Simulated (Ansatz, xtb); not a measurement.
# Two structures of CH2SSi

Structure I is `[SiH2]=C=S`, a singlet and structure II is a singlet given by its coordinates. Both are isolated molecules in the gas phase, relaxed with PBE0-D4/def2-TZVP.

I (Å):

```xyz
5

C    -1.4448   -0.8254    0.1833
S    -0.7453   -0.0264    1.2937
Si   -1.9647   -2.0383   -1.0132
H    -3.3873   -2.2878   -0.6398
H    -1.8886   -1.2905   -2.3019
```

II (Å):

```xyz
5

C    -1.2421   -1.0821   -0.5041
S    -1.8996   -0.4872    0.8702
Si   -2.9354   -0.9800   -1.2487
H    -3.1760   -2.4656   -0.9823
H    -0.1916   -1.3346   -0.6241
```

Close contacts (Å): C1–S2 1.64, C1–Si3 1.85, S2–Si3 2.41, C1–H5 1.09, Si3–H4 1.53.

Energies in hartree; the thermal terms are from PBE0-D4/def2-TZVP harmonic frequencies (ideal gas, rigid rotor, one conformer each, 298.15 K, 1 atm) and include the zero-point energy:

```
                                I           II
E, CCSD(T)/def2-TZVPP  −725.932671  −725.938700
    zero-point energy     0.020165     0.023310
         H(298 K) − E     0.025571     0.028122
         G(298 K) − E    −0.006479    −0.003141
```

Work out ΔE, ΔE₀, ΔH and ΔG for I → II in kJ/mol (1 Eh = 2625.50 kJ/mol) and the equilibrium ratio [II]/[I].

1. ΔE = −725.938700 − (−725.932671) = −0.006029 Eh = −15.83 kJ/mol.
2. ΔE₀ = ΔE + ΔZPE = −0.006029 + (+0.003145) Eh = −7.57 kJ/mol.
3. ΔH = ΔE + (+0.002551) Eh = −9.13 kJ/mol.
4. ΔG = ΔE + (+0.003338) Eh = −7.07 kJ/mol, so ΔS = (ΔH − ΔG)/T = −6.9 J/(mol K).
5. kT = 0.9442 mEh, so K = [II]/[I] = exp(−ΔG/kT) = exp(+2.85) ≈ 17.

Structure II is favoured at this temperature. An error of 4 kJ/mol in ΔG would change K by a factor of 5. Large T1 diagnostics make the coupled-cluster value less sure. Mirror images and further conformers aren't counted.

Other levels gave ΔE = −29.8 (PBE0-D4/def2-TZVP); −46.1 (HF/def2-TZVPP); −9.4 (MP2/def2-TZVPP) kJ/mol. The correlated steps freeze 11 core orbitals. Programs: Ansatz 0.2.0.
